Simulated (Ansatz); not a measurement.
# H2N2Si: relaxing the atoms, harmonic vibrations and batch in weak fields

The task, for H2N2Si: 3 runs in a chain (relaxing the atoms, harmonic vibrations and batch in weak fields).

Computed with Ansatz 0.2.0 (CCSD(T) on Hartree-Fock, Gaussian basis aug-cc-pV(T+d)Z, unless a step's input says otherwise).

## 1. The structure to begin with

Bond lengths: Si1–N2 1.586 Å, Si1–N3 1.586 Å, N2–H4 1.009 Å, N3–H5 1.009 Å. Angles: Si1–N2–H4 125.2°, N2–Si1–N3 159.5°, Si1–N3–H5 125.2°.

As a file:

```xyz
5

Si    0.1734    0.2128   -0.0067
N     0.0033   -0.0355    1.5502
N    -0.0216    0.0309   -1.5699
H     0.7459    0.0144    2.2316
H    -0.0838    0.7831   -2.2395
```

## 2. Relaxing the atoms: H2N2Si

Input file input.yaml:

```yaml
relax:
  f_tol: 0.001
  max_steps: 200
crystal:
  periodic: [false, false, false]
  atoms:
    - { symbol: Si, position_ang: [0.173414, 0.212844, -0.006717] }
    - { symbol: "N", position_ang: [0.003339, -0.035528, 1.550184] }
    - { symbol: "N", position_ang: [-0.02156, 0.030888, -1.569873] }
    - { symbol: H, position_ang: [0.745854, 0.014415, 2.231558] }
    - { symbol: H, position_ang: [-0.083804, 0.783084, -2.239522] }
basis:
  gaussian: { orbitals: "aug-cc-pV(T+d)Z.json" }
hamiltonian:
  xc: hf
correlation:
  method: ccsd_t
```

On the command line:

```sh
$ ansatz run input.yaml --threads 8 --pin off --max-ram 16384MiB --backend cpu --events-out ev --progress --plain --runs-dir out
```

Standard output (excerpt; [...] marks lines left out):

```text
Warning: RAYON_NUM_THREADS=8 ignored (pool sized by the plan → 8); use --threads N
[...]
Functional definition: HF
[...]
1322 factors; integrals over basis functions are off by at most 3.5e-4 eV
[...]
mean field -10856.79904179 eV, -398.9800057830 hartree, gradient 1.2e-6 eV, S^2 0.000000; 0 other end points of the search recorded, 0 dependent functions left out
7 core orbitals not correlated: weight in the atoms' cores, before any rotation towards them, 1.000 or more for the frozen orbitals, at most 0.000 for the correlated occupied ones
reference -10856.79904179 eV, -398.9800057830 hartree; 8, 8 occupied and 178, 178 virtual orbitals, 1322 factors
second order -14.82362394 eV of doubles, -0.00000000 eV of singles
cycle   1  -14.30577454 eV  change    5.2e-1 eV  update   1.2e-1
[...]
perturbative correction -0.83734243 eV, -0.0307717667 hartree
[...]
relax step   1: F+E_penalty+E_count = -10872.51682417 eV  Δ(F+E_penalty+E_count) = +0.000e0 eV  max|allowed force component| = 6.917e-2 eV/Å  Δτ_max = 0.0000 Å  (62 SCF iters, accepted)
[...]
relax step   7: F+E_penalty+E_count = -10872.51760876 eV  Δ(F+E_penalty+E_count) = -9.503e-7 eV  max|allowed force component| = 2.097e-3 eV/Å  Δτ_max = 0.0004 Å  (27 SCF iters, accepted)
[...]
relax step   8: F+E_penalty+E_count = -10872.51760870 eV  Δ(F+E_penalty+E_count) = +5.359e-8 eV  max|allowed force component| = 1.674e-4 eV/Å  Δτ_max = 0.0002 Å  (26 SCF iters, accepted)
1322 factors; integrals over basis functions are off by at most 3.5e-4 eV
mean field -10856.79569073 eV, -398.9798826338 hartree, gradient 1.9e-6 eV, S^2 0.000000; 1 other end points of the search recorded, 0 dependent functions left out
7 core orbitals not correlated: weight in the atoms' cores, before any rotation towards them, 1.000 or more for the frozen orbitals, at most 0.000 for the correlated occupied ones
reference -10856.79569073 eV, -398.9798826338 hartree; 8, 8 occupied and 178, 178 virtual orbitals, 1322 factors
second order -14.82842480 eV of doubles, -0.00000000 eV of singles
[...]
cycle  14  -14.88357003 eV  change   -1.9e-6 eV  update   1.9e-6
[...]
perturbative correction -0.83834794 eV, -0.0308087187 hartree
[...]
Total energy: -10872.51760870 eV, -399.5576524627 hartree
Atom 0 at     0.176142     0.216107    -0.006656 Å, force     0.000117     0.000144    -0.000071 eV/Å
Atom 1 at     0.010497    -0.040769     1.550688 Å, force    -0.000167    -0.000007    -0.000021 eV/Å
Atom 2 at    -0.027870     0.037133    -1.570337 Å, force     0.000028    -0.000155     0.000078 eV/Å
Atom 3 at     0.741824     0.014004     2.244765 Å, force     0.000084    -0.000051     0.000049 eV/Å
Atom 4 at    -0.083349     0.779230    -2.252830 Å, force    -0.000062     0.000068    -0.000035 eV/Å
Dipole moment:     0.277073     0.326686     0.004750 e Å
```

It took 13 min on 8 threads of Arm Neoverse N1, shared host; peak memory 5.2 GiB.

The steps of the relaxation:

```
step  energy from step 1 (eV)  largest force component (eV/Å)
   1                   0.0000                          0.0692
   2                  -0.0005                          0.0298
   3                  -0.0006                          0.0162
   4                  -0.0007                          0.0112
   5                  -0.0008                          0.0052
   6                  -0.0008                          0.0010
   7                  -0.0008                          0.0021
   8                  -0.0008                          0.0002
```

Step 1 is the start. Step 6 was tried and not accepted.

Before: Bond lengths: Si1–N2 1.586 Å, Si1–N3 1.586 Å, N2–H4 1.009 Å, N3–H5 1.009 Å. Angles: Si1–N2–H4 125.2°, N2–Si1–N3 159.5°, Si1–N3–H5 125.2°.

After: Bond lengths: Si1–N2 1.587 Å, Si1–N3 1.587 Å, N2–H4 1.010 Å, N3–H5 1.010 Å. Angles: Si1–N2–H4 126.2°, N2–Si1–N3 159.3°, Si1–N3–H5 126.2°.

## 3. Harmonic vibrations

It takes the final geometry of step 2.

Input file input.yaml:

```yaml
crystal:
  periodic: [false, false, false]
  atoms:
    - { symbol: Si, position_ang: [0.17614152, 0.2161065, -0.00665601] }
    - { symbol: "N", position_ang: [0.0104968, -0.04076923, 1.55068811] }
    - { symbol: "N", position_ang: [-0.02787039, 0.03713271, -1.57033678] }
    - { symbol: H, position_ang: [0.74182386, 0.01400351, 2.2447645] }
    - { symbol: H, position_ang: [-0.08334879, 0.7792295, -2.25282982] }
basis:
  gaussian: { orbitals: "aug-cc-pV(T+d)Z.json" }
hamiltonian:
  xc: hf
correlation:
  method: ccsd_t
phonons: {}
```

On the command line:

```sh
$ ansatz run input.yaml --threads 8 --pin off --max-ram 16384MiB --backend cpu --events-out ev --progress --plain --runs-dir out
```

Standard output (excerpt; [...] marks lines left out):

```text
Warning: RAYON_NUM_THREADS=8 ignored (pool sized by the plan → 8); use --threads N
[...]
[... 1 set-up line as earlier in the session ...]
[...]
1322 factors; integrals over basis functions are off by at most 2.7e-4 eV
[...]
mean field -10856.79569074 eV, -398.9798826342 hartree, gradient 1.2e-6 eV, S^2 0.000000; 0 other end points of the search recorded, 0 dependent functions left out
7 core orbitals not correlated: weight in the atoms' cores, before any rotation towards them, 1.000 or more for the frozen orbitals, at most 0.000 for the correlated occupied ones
reference -10856.79569074 eV, -398.9798826342 hartree; 8, 8 occupied and 178, 178 virtual orbitals, 1322 factors
second order -14.82842479 eV of doubles, -0.00000000 eV of singles
cycle   1  -14.30772858 eV  change    5.2e-1 eV  update   1.2e-1
[...]
perturbative correction -0.83834806 eV, -0.0308087228 hartree
[...]
7 core orbitals not correlated: weight in the atoms' cores, before any rotation towards them, 1.000 or more for the frozen orbitals, at most 0.000 for the correlated occupied ones
reference -10856.79769322 eV, -398.9799562241 hartree; 8, 8 occupied and 178, 178 virtual orbitals, 1322 factors
second order -14.82623755 eV of doubles, -0.00000000 eV of singles
[...]
perturbative correction -0.83779575 eV, -0.0307884260 hartree
[...]
1322 factors; integrals over basis functions are off by at most 2.7e-4 eV
mean field -10856.79810593 eV, -398.9799713907 hartree, gradient 3.4e-6 eV, S^2 0.000000; 0 other end points of the search recorded, 0 dependent functions left out
7 core orbitals not correlated: weight in the atoms' cores, before any rotation towards them, 1.000 or more for the frozen orbitals, at most 0.000 for the correlated occupied ones
reference -10856.79810593 eV, -398.9799713907 hartree; 8, 8 occupied and 178, 178 virtual orbitals, 1322 factors
second order -14.82591878 eV of doubles, -0.00000000 eV of singles
[...]
cycle   9  -14.88164479 eV  change   -7.7e-5 eV  update   1.3e-4
```

## 4. The output, continued

Output, continued (excerpt; [...] marks lines left out):

```text
cycle  10  -14.88157314 eV  change    7.2e-5 eV  update   6.1e-5
[...]
perturbative correction -0.83780416 eV, -0.0307887350 hartree
[...]
1322 factors; integrals over basis functions are off by at most 2.7e-4 eV
[...]
mean field -10856.79311480 eV, -398.9797879701 hartree, gradient 2.2e-6 eV, S^2 0.000000; 0 other end points of the search recorded, 0 dependent functions left out
7 core orbitals not correlated: weight in the atoms' cores, before any rotation towards them, 1.000 or more for the frozen orbitals, at most 0.000 for the correlated occupied ones
reference -10856.79311480 eV, -398.9797879701 hartree; 8, 8 occupied and 178, 178 virtual orbitals, 1322 factors
second order -14.83094508 eV of doubles, -0.00000000 eV of singles
[...]
perturbative correction -0.83889498 eV, -0.0308288219 hartree
[...]
1322 factors; integrals over basis functions are off by at most 2.7e-4 eV
[...]
reference -10856.79863235 eV, -398.9799907364 hartree; 8, 8 occupied and 178, 178 virtual orbitals, 1322 factors
second order -14.82518430 eV of doubles, -0.00000000 eV of singles
[...]
perturbative correction -0.83745221 eV, -0.0307758009 hartree
[...]
1322 factors; integrals over basis functions are off by at most 2.7e-4 eV
mean field -10856.79412824 eV, -398.9798252136 hartree, gradient 2.4e-6 eV, S^2 0.000000; 0 other end points of the search recorded, 0 dependent functions left out
7 core orbitals not correlated: weight in the atoms' cores, before any rotation towards them, 1.000 or more for the frozen orbitals, at most 0.000 for the correlated occupied ones
reference -10856.79412824 eV, -398.9798252136 hartree; 8, 8 occupied and 178, 178 virtual orbitals, 1322 factors
second order -14.82993144 eV of doubles, -0.00000000 eV of singles
[...]
cycle  14  -14.88477298 eV  change   -1.9e-6 eV  update   1.9e-6
```

## 5. The output, continued

Output, continued (excerpt; [...] marks lines left out):

```text
[...]
perturbative correction -0.83863550 eV, -0.0308192862 hartree
[...]
1322 factors; integrals over basis functions are off by at most 2.7e-4 eV
mean field -10856.79710374 eV, -398.9799345609 hartree, gradient 3.0e-6 eV, S^2 0.000000; 0 other end points of the search recorded, 0 dependent functions left out
7 core orbitals not correlated: weight in the atoms' cores, before any rotation towards them, 1.000 or more for the frozen orbitals, at most 0.000 for the correlated occupied ones
reference -10856.79710374 eV, -398.9799345609 hartree; 8, 8 occupied and 178, 178 virtual orbitals, 1322 factors
second order -14.82692179 eV of doubles, -0.00000000 eV of singles
cycle   1  -14.30686695 eV  change    5.2e-1 eV  update   1.2e-1
[...]
perturbative correction -0.83806124 eV, -0.0307981827 hartree
[...]
1322 factors; integrals over basis functions are off by at most 2.7e-4 eV
[...]
reference -10856.79672677 eV, -398.9799207076 hartree; 8, 8 occupied and 178, 178 virtual orbitals, 1322 factors
second order -14.82727077 eV of doubles, -0.00000000 eV of singles
[...]
cycle  14  -14.88265449 eV  change   -2.0e-6 eV  update   1.9e-6
[...]
perturbative correction -0.83815321 eV, -0.0308015625 hartree
[...]
Total energy: -10872.51760915 eV, -399.5576524792 hartree
Atom 0 at     0.176142     0.216107    -0.006656 Å, force     0.000120     0.000142     0.000002 eV/Å
Atom 1 at     0.010497    -0.040769     1.550688 Å, force    -0.000162    -0.000002    -0.000050 eV/Å
Atom 2 at    -0.027870     0.037133    -1.570337 Å, force     0.000024    -0.000161     0.000047 eV/Å
Atom 3 at     0.741824     0.014004     2.244765 Å, force     0.000080    -0.000051     0.000042 eV/Å
Atom 4 at    -0.083349     0.779230    -2.252830 Å, force    -0.000063     0.000072    -0.000041 eV/Å
Dipole moment:     0.277073     0.326686     0.004748 e Å
Vibrations: 201.78 322.59 398.40 480.62 562.12 943.40 1310.83 3643.07 3643.25 cm⁻¹, zero-point energy 0.713285 eV
```

It took 24 min on 8 threads of Arm Neoverse N1, shared host; peak memory 5.3 GiB.

Harmonic frequencies from the force constants, with rigid motions projected out (i: imaginary):

| mode | cm⁻¹ |
| --- | --- |
| 1 | 202 |
| 2 | 323 |
| 3 | 398 |
| 4 | 481 |
| 5 | 562 |
| 6 | 944 |
| 7 | 1312 |
| 8 | 3643 |
| 9 | 3644 |

## 6. Batch in weak fields

It takes final geometries of earlier steps.

input.yaml, as its differences from that of step 3:

```diff
@@ -1 +1,12 @@
+hamiltonian:
+  xc: hf
+correlation:
+  method: ccsd_t
+batch:
+  members: [f0p.yaml, f0m.yaml, f1p.yaml, f1m.yaml, f2p.yaml, f2m.yaml]
+output:
+  forces: true
+scf:
+  lower_state_search: "off"
+# f0m.yaml, one of 6 members:
 crystal:
@@ -9,7 +20,6 @@
 basis:
-  gaussian: { orbitals: "aug-cc-pV(T+d)Z.json" }
-hamiltonian:
-  xc: hf
-correlation:
-  method: ccsd_t
-phonons: {}
+  gaussian:
+    orbitals: "aug-cc-pV(T+d)Z.json"
+    point_charges:
+      - { charge: 2.500062, position_ang: [60.163449, 0.201141, -0.006874] }
+      - { charge: -2.500062, position_ang: [-59.836551, 0.201141, -0.006874] }
```

Standard output (excerpt; [...] marks lines left out):

```text
Warning: RAYON_NUM_THREADS=8 ignored (pool sized by the plan → 8); use --threads N
[...]
[... 1 set-up line as earlier in the session ...]
[...]
Member 5: Total energy: -10872.51764864 eV, -399.5576539304 hartree
Member 5: Atom 0 at     0.176142     0.216107    -0.006656 Å, force    -0.002156     0.002318    -0.023899 eV/Å
Member 5: Atom 1 at     0.010497    -0.040769     1.550688 Å, force    -0.000446    -0.001808     0.018540 eV/Å
Member 5: Atom 2 at    -0.027870     0.037133    -1.570337 Å, force     0.001608     0.000158     0.018469 eV/Å
Member 5: Atom 3 at     0.741824     0.014004     2.244765 Å, force     0.000503    -0.000528    -0.006471 eV/Å
Member 5: Atom 4 at    -0.083349     0.779230    -2.252830 Å, force     0.000501    -0.000149    -0.006636 eV/Å
Member 5: Dipole moment:     0.277039     0.326795    -0.008842 e Å
[...]
Member 2: Atom 4 at    -0.083349     0.779230    -2.252830 Å, force    -0.000103     0.003267     0.000625 eV/Å
Member 2: Dipole moment:     0.277156     0.334440     0.004641 e Å
Member 2: Checks for a lower state left out: starts, cluster_reference, orbital_swaps, neighbouring_geometries, increment
Member 4: Total energy: -10872.51783981 eV, -399.5576609557 hartree
Member 4: Atom 0 at     0.176142     0.216107    -0.006656 Å, force     0.002451    -0.001959     0.023759 eV/Å
Member 4: Atom 1 at     0.010497    -0.040769     1.550688 Å, force     0.000022     0.001746    -0.018446 eV/Å
Member 4: Atom 2 at    -0.027870     0.037133    -1.570337 Å, force    -0.001584    -0.000561    -0.018452 eV/Å
Member 4: Atom 3 at     0.741824     0.014004     2.244765 Å, force    -0.000272     0.000433     0.006636 eV/Å
Member 4: Atom 4 at    -0.083349     0.779230    -2.252830 Å, force    -0.000627     0.000349     0.006500 eV/Å
Member 4: Dipole moment:     0.277102     0.326574     0.018341 e Å
Member 4: Checks for a lower state left out: starts, cluster_reference, orbital_swaps, neighbouring_geometries, increment
```

Run time: 23 min. Hardware: 8 threads of Arm Neoverse N1, shared host; peak memory 12 GiB.

## 7. The runs side by side

```
step  energy above the lowest (eV)  charge  2S+1 typed  ⟨S²⟩  dipole (D)    time
   2                         0.000       0           1  0.00        2.06  13 min
   3                         0.000       0           1  0.00        2.06  24 min
```

```
                     quantity             value
harmonic frequencies (step 3)  202 to 3644 cm⁻¹
   zero-point energy (step 3)          0.713 eV
 mean polarisability (step 6)           6.98 Å³
```

In step 3 all modes are real: a minimum.
